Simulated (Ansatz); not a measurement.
Diamond-structure Ge was calculated with revPBE (Ansatz, a quantum-chemistry and plane-wave program, PAW).

Settings: plane-wave cutoff 520 eV, 20×20×20 k mesh, Fermi–Dirac smearing 0.05 eV, scalar-relativistic PAW data made under PBE.

Computed at the level's own relaxed cell.

Elastic tensor (GPa, Voigt notation, ions relaxed):

```
   99.5    33.4    33.4     0.0     0.0     0.0
   33.4    99.5    33.4     0.0     0.0     0.0
   33.4    33.4    99.5     0.0     0.0     0.0
    0.0     0.0     0.0    52.6     0.0     0.0
    0.0     0.0     0.0     0.0    52.6     0.0
    0.0     0.0     0.0     0.0     0.0    52.6
```

Worked from these constants: the tetragonal shear constant is C′ = (C11 − C12)/2 = 33.0 GPa against C44 = 52.6 GPa, so the tetragonal shear is the softer. The Zener ratio C44/C′ is 1.59 (1 for an isotropic solid), and the Cauchy pressure C12 − C44 is -19.2 GPa. With C11 + 2C12 = 166.3 GPa all three Born conditions hold; they don't test modes at the zone boundary.

Measured, for comparison: elastic constant C11 131 GPa, elastic constant C12 49 GPa, elastic constant C44 68 GPa (low temperature, zero-point motion not removed; as tabulated in Tanner et al. (2021), arXiv:2110.11888). Computed (rounded) less measured: elastic constant C11 -24 %, elastic constant C12 -32 %, elastic constant C44 -23 %.

Note: the solid has no gap at this level, which affects its response.

Static lattice: no zero-point or thermal effects.
